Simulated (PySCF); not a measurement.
## How far each method lies from full CI for CF⁺, triplet

Geometry: a point of a stretch scan, not a stationary point.

```xyz
2

C     0.0000    0.0000    0.0000
F     0.0000    0.0000    0.9720
```

Basis 6-31G; PySCF 2.14.0. Correlated methods freeze the noble-gas cores, which leaves 10 electrons in 16 orbitals. Prefix R: restricted or restricted open-shell reference; prefix U: unrestricted.

Full CI is exact within this basis and frozen core; it isn't the basis-set limit. The frozen core follows each run's orbitals, which can shift R against U totals by a few meV.

The UHF ⟨S²⟩ is 2.013 and the T1 diagnostic (ROHF- or RHF-based CCSD) is 0.0205. The largest doubles amplitude (ROHF- or RHF-based CCSD) is 0.063 and the T1 diagnostic (UCCSD) is 0.0148.

Task: From what is known of these methods and the diagnostics, rank them by the size of their error in total energy against full CI in 6-31G, smallest first (an estimate: the text doesn't fix the numbers).
A. UCCSD
B. RMP2
C. UHF
D. RCCSDT
E. UCCSD(T)

Result: D (0.15 mEh), E (0.50 mEh), A (3.27 mEh), B (8.62 mEh), C (149.88 mEh).

All errors are against full CI in 6-31G. Within each family the higher level lies nearer, as is usual though not guaranteed.

The full-CI state has the irrep B2 of C2v, in the program's axes (one component, if the state is degenerate).

Natural occupations of full CI about the gap: 1.992 1.983 1.981 1.960 1.003 0.998 0.037 0.014 0.010 0.008; effectively unpaired electrons, Σ n²(2−n)², 2.02.
